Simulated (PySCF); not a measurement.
How the method moves the HOMO and LUMO of `F[SiH2][SiH3]`

Compound: FH5Si2.
Structure used (PBE0-D3(BJ)/def2-SVP), in Å, numbered top down from 1:
```xyz
8
FH5Si2 angstrom
F      1.875    0.209    1.319
Si     1.213   -0.008   -0.158
Si    -1.116    0.108    0.054
H      1.651   -1.340   -0.673
H      1.734    1.060   -1.062
H     -1.521    1.445    0.583
H     -1.603   -0.958    0.981
H     -1.736   -0.094   -1.293
```

Basis pcSseg-2 throughout (PySCF), one geometry. Isolated species at its PBE0-D3(BJ)/def2-SVP geometry, gas phase.

Task: How do the orbital energies, the gap and the dipole change with the method?

Result: 
| method | kind | HOMO (eV) | LUMO (eV) | gap (eV) | μ (D) | SCF cycles |
| --- | --- | --- | --- | --- | --- | --- |
| BLYP | GGA | -7.15 | -1.42 | 5.73 | 1.39 | 13 |
| OPBE | GGA | -7.26 | -1.43 | 5.83 | 1.35 | 14 |
| B97-D | GGA | -7.27 | -1.40 | 5.87 | 1.38 | 14 |
| PBE | GGA | -7.27 | -1.58 | 5.69 | 1.39 | 13 |
| KT2 | GGA | -7.34 | -1.66 | 5.67 | 1.43 | 14 |
| LDA | LDA | -7.34 | -1.78 | 5.56 | 1.48 | 13 |
| BP86 | GGA | -7.37 | -1.60 | 5.77 | 1.39 | 13 |
| KT3 | GGA | -7.38 | -1.59 | 5.79 | 1.40 | 14 |
| B97-2 | global hybrid | -8.24 | -0.70 | 7.54 | 1.48 | 11 |
| B3LYP | global hybrid | -8.27 | -0.91 | 7.36 | 1.49 | 12 |
| PBE0 | global hybrid | -8.47 | -0.72 | 7.75 | 1.50 | 11 |
| mPW1PW91 | global hybrid | -8.50 | -0.71 | 7.79 | 1.50 | 11 |
| BHandHLYP | global hybrid | -9.57 | 0.17 | 9.74 | 1.59 | 11 |
| CAM-B3LYP | range-separated hybrid | -9.77 | 0.30 | 10.07 | 1.54 | 11 |
| wB97X-D | range-separated hybrid | -10.29 | 1.07 | 11.37 | 1.51 | 12 |
| LC-wPBE | range-separated hybrid | -11.08 | 1.42 | 12.50 | 1.53 | 12 |
| HF | Hartree–Fock | -11.28 | 2.31 | 13.59 | 1.63 | 9 |

The HOMO spans 4.13 eV, from BLYP down to HF, and the gap runs from 5.56 eV (LDA) to 13.59 eV (HF). Over the methods BLYP (0 %), OPBE (0 %), B97-D (0 %), PBE (0 %), KT2 (0 %), LDA (0 %), BP86 (0 %), KT3 (0 %), B97-2 (21 %), B3LYP (20 %), PBE0 (25 %), mPW1PW91 (25 %), BHandHLYP (50 %), HF (100 %), a straight line through the gap against the share of exact exchange rises by 0.79 eV for each 10 % (correlation coefficient 0.999). The dipole ranges from 1.35 D (OPBE) to 1.63 D (HF). This basis has no diffuse functions.

The vertical ΔSCF ionisation energy at CAM-B3LYP/def2-SVPD is 10.74 eV; −ε(HOMO) comes closest to it with LC-wPBE (11.08 eV).
